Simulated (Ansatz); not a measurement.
Diamond, treated with r²SCAN in Ansatz (plane waves, PAW).

Run with plane-wave cutoff 600 eV, 18×18×18 k mesh, finite displacements, scalar-relativistic PAW data made under PBE.

The cell has the measured lattice: a = b = c = 3.567 Å, α = β = γ = 90.00°.

Task: Give the computed electronic dielectric constant ε∞ and TO(Γ) frequency.

Result: 
- electronic dielectric constant ε∞: 5.79
- TO(Γ) frequency: 1316 cm⁻¹

Measured, for comparison: high-frequency dielectric constant 5.7 (300 K, no zero-point or thermal correction, our sources range from 5.50 to 5.70; as tabulated in Skelton et al. (2020), arXiv:2005.00277); zone-centre TO phonon frequency 1333 cm⁻¹ (low temperature, zero-point motion not removed; as tabulated in Kunc et al. (2003), arXiv:cond-mat/0304692). Computed (rounded) less measured: high-frequency dielectric constant +2 % (+2 % to +5 % over the range), zone-centre TO phonon frequency -1 %.

Note: the cell isn't this level's own, so it is under some stress, which shifts stiffness and frequencies.

Ansatz is an electronic-structure program.
